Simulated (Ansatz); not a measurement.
Reaction (SMILES): C=CCl + 3 [H][H] (H2) → 2 C (CH4) + Cl (HCl)
B3LYP-D3(BJ)/def2-TZVP geometries, fixed; electronic energies without zero-point terms.

Effect of the final integration grid (spheres per factor e of radius in core and valence, angular degree) at PBE/aug-cc-pV(T+d)Z with Ansatz (a quantum-chemistry and plane-wave program), against the last row, where the energy of full hydrogenation is -75.34 kcal/mol. The default's grid is 13, 11, 36.

```
setting                     largest shift of a total energy (mEh)  shift of the energy of full hydrogenation (kcal/mol)
--------------------------  -------------------------------------  ----------------------------------------------------
accuracy: medium (default)                                  0.000                                                 0.000
final_grid: 4, 3, 11                                       -2.041                                                -2.021
final_grid: 6, 5, 17                                       -0.174                                                -0.171
final_grid: 8, 7, 23                                       -0.039                                                -0.055
final_grid: 10, 9, 29                                      -0.003                                                -0.005
final_grid: 18, 15, 47                                      0.000                                                 0.000
final_grid: 26, 22, 59                                      0.000                                                 0.000
```

Within 0.3 kcal/mol in the energy of full hydrogenation: accuracy: medium (default); final_grid: 6, 5, 17; final_grid: 8, 7, 23; final_grid: 10, 9, 29; final_grid: 18, 15, 47. The largest shift is 2.041 mEh in a total energy and 2.021 kcal/mol in the difference.
